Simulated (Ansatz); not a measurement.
**Worked example: basis-set limit for CHClF2 (difluorochloromethane)**

CHClF2: 5 atoms, total charge 0, spin state singlet. As SMILES, `FC(F)Cl`. The shape is that of a PBE0-D4/def2-TZVP optimisation.

MP2 energies, 8 core orbitals frozen (Ansatz 0.2.0):

```tsv
basis	X	functions	Hartree–Fock (Eh)	correlation (Eh)
cc-pV(D+d)Z	2	70	-696.834053	-0.645049
cc-pV(T+d)Z	3	143	-696.933134	-0.853492
cc-pV(Q+d)Z	4	259	-696.955966	-0.931271
```

The +d sets add a tight d function on Al to Ar only. The correlation energy converges as X⁻³, the Hartree–Fock energy about exponentially.

Problem. Extrapolate to the complete basis.

Solution. 
1. Correlation: E(∞) = (4³ E(4) − 3³ E(3))/(4³ − 3³) = (64 × (-0.931271) − 27 × (-0.853492))/37 = -0.988029 Eh.
2. Hartree–Fock: successive steps shrink by 0.230; summing the geometric tail gives -696.955966 + (-0.022832) × 0.230/(1 − 0.230) = -696.962803 Eh.
3. Total: -696.962803 + (-0.988029) = -697.950832 Eh.
4. cc-pV(Q+d)Z holds 94.3 % of the extrapolated correlation energy, cc-pV(T+d)Z 86.4 %.

This is an estimate of the method's limit, not an exact energy.
